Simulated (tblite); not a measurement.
Compound: C6H4 (charge +1 and doublet state).
Structure used (GFN2-xTB), in Å, numbered top down from 1:
```
atom  x, y, z in Å
C1    -2.122   -1.177   -0.072
C2    -1.455   -0.161   -0.142
C3    -0.732    1.009   -0.226
C4     0.645    1.085   -0.082
C5     1.461    0.003    0.161
C6     2.213   -0.931    0.375
H7    -2.710   -2.054   -0.016
H8    -1.298    1.915   -0.421
H9     1.134    2.051   -0.161
H10    2.873   -1.736    0.561
```

Computed geometry: GFN2-xTB, gas phase. This method treats the open shell by occupation alone, without spin polarisation.

Masses are those of the commonest isotopes; rigid-rotor values at the optimised geometry. 

Question: Give the principal moments of inertia and the rotational constants in MHz.

Answer: Ia = 69.81, Ib = 196.51, Ic = 266.33 u·Å²; 505379 MHz·u·Å²/I gives A = 7239, B = 2572, C = 1898 MHz.

Question: Classify the top.

Answer: An asymmetric top; Ray's κ = -0.748.

Question: What does the inertial defect say?

Answer: Planar: Δ = Ic − Ia − Ib = 0.00 u·Å². For a rigid frame Δ = −2 Σ m c², so it vanishes when all atoms lie in the ab plane; here none is more than 0.01 Å from it.

Question: Estimate the classical rotational partition function at 100 K, 298.15 K and 500 K.

Answer: Point group C2v, symmetry number σ = 2; q = (√π/σ)·√((kT/h)³/(ABC)), k/h = 20836.6 MHz/K: 14200 at 100 K, 73000 at 298.15 K, 159000 at 500 K.

For this open shell read J as N, the rotation without spin; fine and hyperfine splittings come on top. Its GFN2-xTB frequencies are all real (lowest 96 cm⁻¹). Constants of a rigid frame at the computed geometry: no zero-point averaging, no centrifugal distortion.
